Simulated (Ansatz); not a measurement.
Mulliken charges of AlH₃O (`[OH][AlH2]`) from r2SCAN/def2-TZVPP in Ansatz (PBE0-D4/def2-TZVP geometry).

```json
{"atom": "O1", "x (Å)": "0.655", "y (Å)": "-0.707", "z (Å)": "0.757", "charge (e)": "-0.441"}
{"atom": "Al2", "x (Å)": "-0.158", "y (Å)": "0.424", "z (Å)": "-0.211", "charge (e)": "0.594"}
{"atom": "H3", "x (Å)": "0.557", "y (Å)": "-1.652", "z (Å)": "0.656", "charge (e)": "0.189"}
{"atom": "H4", "x (Å)": "-1.137", "y (Å)": "-0.079", "z (Å)": "-1.351", "charge (e)": "-0.180"}
{"atom": "H5", "x (Å)": "0.133", "y (Å)": "1.941", "z (Å)": "0.108", "charge (e)": "-0.162"}
```

Task: By hand: the dipole of these point charges (1 e Å = 4.8032 D).

Result: Σ q r = (-0.094, -0.049, -0.110) e Å, of length 0.153 e Å = 0.73 D.

Task: How does the dipole of the full density compare? (An estimate is asked.)

Result: The calculation gave: (-0.091, -0.214, -0.104) e Å, 1.22 D; the point charges give 0.60 times that, at 38° from its direction.

Point charges leave out the atoms' own dipoles, such as those of lone pairs, and Mulliken's split depends on the basis, so the two needn't agree.
